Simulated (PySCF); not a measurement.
# Unknown compound

Molecular formula: C$_{6}$H$_{6}$. Simulated spectra:

$^{1}$H NMR (600 MHz, computed): δ 7.24 (s, 6H).

$^{13}$C{$^{1}$H} NMR (computed): δ 127.5 (CH, 6C).

- GIAO B97-D/pcSseg-1 shieldings
- coordinates at the PBE0-D3(BJ)/def2-SVP level
- program: PySCF 2.14.0 with density-fitted response routines
- one averaged value for each set of equivalent atoms, no relativistic terms, in vacuum, one computed conformer

Referencing at the same level of theory: $^{1}$H, $^{13}$C vs TMS.

Deduce the structure.

Results:


- Rings plus π bonds: 4 (1 ring in the answer).
- 1 carbon signal for 6 carbons: some carbons are equivalent by symmetry or fast rotation.
- Carbon types of the structure: 6 × CH, which accounts for all hydrogens.
- δC 127.5: aromatic CH; the aromatic region.
- δH 7.24: hydrogen on an aromatic CH; ring-current deshielding.

These data were computed for SMILES c1ccccc1.

The shifts were computed for this structure.

Shifts are as computed, not scaled to solution data. Of 246 compounds with measured shifts, 49 miss one by over three times the rms of a fit or turn the order of signals round; such compounds aren't used in these exercises.
